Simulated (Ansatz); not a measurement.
# H₅NSSi: small, medium and large basis sets

Aim: see how fast density functionals converge with the basis set for H₅NSSi.

Program: Ansatz 0.2.0, Gaussian basis. Level of theory: one geometry, several basis sets. These are calculated values, not measurements.

The runs, in order: PBE0-D4/def2-SVP; ωB97M-V/def2-SVP; PBE0-D4/def2-QZVPP; ωB97M-V/def2-QZVPP; the functionals' def2-TZVPP values are taken from earlier runs.

1 further run of the same task is left out (it didn't finish).

**1. The relaxed structure**

All runs share one geometry, relaxed beforehand with PBE0-D4 in a triple-zeta def2 set.

SMILES `N[SiH2]S`, 8 atoms, charge 0, spin multiplicity 1.

Atoms are counted from 1 here; the program's logs count them from 0.

Bond lengths: N1–Si2 1.706 Å, N1–H4 1.006 Å, N1–H5 1.006 Å, Si2–S3 2.151 Å, Si2–H6 1.485 Å, Si2–H7 1.484 Å, S3–H8 1.343 Å. Angles: Si2–N1–H4 120.4°, Si2–N1–H5 122.1°, H4–N1–H5 112.1°, N1–Si2–S3 111.5°, N1–Si2–H6 112.3°, N1–Si2–H7 105.6°, S3–Si2–H6 105.8°, S3–Si2–H7 111.6°, H6–Si2–H7 110.2°, Si2–S3–H8 94.3°.

**2. PBE0-D4 in def2-SVP**

The input, in.yaml:

```yaml
crystal:
  periodic: [false, false, false]
  atoms:
    - {symbol: N, position_ang: [-0.754733, 0.572283, -1.067086]}
    - {symbol: Si, position_ang: [0.473045, 0.027239, -0.015915]}
    - {symbol: S, position_ang: [-0.297727, -1.338793, 1.455845]}
    - {symbol: H, position_ang: [-0.873956, 0.149555, -1.971830]}
    - {symbol: H, position_ang: [-1.608130, 0.982382, -0.725870]}
    - {symbol: H, position_ang: [1.093238, 1.137718, 0.750151]}
    - {symbol: H, position_ang: [1.484274, -0.621588, -0.886792]}
    - {symbol: H, position_ang: [0.575989, -0.965895, 2.405596]}
basis:
  gaussian: {orbitals: def2-SVP}
hamiltonian: {xc: pbe0, dispersion: d4}
output: {orbitals: {seedname: orbitals}}
```

The run is started by

```sh
ansatz run in.yaml --threads 2 --pin off --events-out ev --progress --plain --max-ram 4352MiB
```

Further steps of the session: ωB97M-V in def2-SVP; PBE0-D4 in def2-QZVPP; ωB97M-V in def2-QZVPP.

**Question.** What will the summary of the whole plan be? Wanted: PBE0-D4: double and triple zeta above quadruple; ωB97M-V: double and triple zeta above quadruple.

**Answer**, as computed:

| quantity | value |
| --- | --- |
| PBE0-D4: double and triple zeta above quadruple | 9.31, 0.71 eV |
| ωB97M-V: double and triple zeta above quadruple | 9.35, 0.67 eV |

**Reading.** PBE0-D4 gains 8.60 eV from double to triple zeta, then 0.71 eV more. These are total energies; as a rule much of such shifts cancels in differences, which this series doesn't test. The LUMO of ωB97M-V is positive and keeps falling with the basis (2.68 to 1.49 eV): an unbound level that the basis holds in place.
